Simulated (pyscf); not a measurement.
Elementary routes open to H₃C–OH (SMILES CO) + H₃C–O⁻ (SMILES C[O-]) in the gas phase (singlet surface):
A. H₂C=O (SMILES C=O) + CH₄ (SMILES C) + HO⁻ (SMILES [OH-]) (C–H, C–O broken; C–H formed)
B. HO⁻ (SMILES [OH-]) + H₃C–O–CH₃ (SMILES COC) (C–O broken; C–O formed)

Structures and frequencies: ωB97X-D3(BJ)/def2-SVPD in PySCF.

Rank the routes by free-energy barrier at 298 K, lowest first, for ωB97M-D3(BJ)/def2-TZVPD energies (ideal gas, 1 atm, RRHO with modes under 100 cm⁻¹ raised to 100, one conformer, R ln 2 for chiral ones without a mode under 150 cm⁻¹).

B (24.8 kcal/mol), A (61.7 kcal/mol)

Route B is the fastest of these, ahead of the next by 36.9 kcal/mol. The most stable products are those of A (ΔG = -5.3 kcal/mol), whose barrier is 36.9 kcal/mol higher: the kinetic and the thermodynamic product differ. At 1200 K B is still the fastest. A: On the reactant side the descent ends in a bound adduct (not fully relaxed), 26.4 kcal/mol under the separated species and 84.1 kcal/mol under the saddle at ωB97X-D3(BJ)/def2-TZVPD. On the product side the descent ends in a bound adduct (not fully relaxed), 22.6 kcal/mol under the separated species and 73.2 kcal/mol under the saddle at ωB97X-D3(BJ)/def2-TZVPD. B: On the reactant side the descent ends in a complex (not fully relaxed), 4.1 kcal/mol under the separated species and 20.3 kcal/mol under the saddle at ωB97X-D3(BJ)/def2-TZVPD. On the product side the descent ends in a bound adduct, 13.2 kcal/mol under the separated species and 27.9 kcal/mol under the saddle at ωB97X-D3(BJ)/def2-TZVPD. Only these routes are compared; each barrier is that of the saddle found, and lower ones may exist.
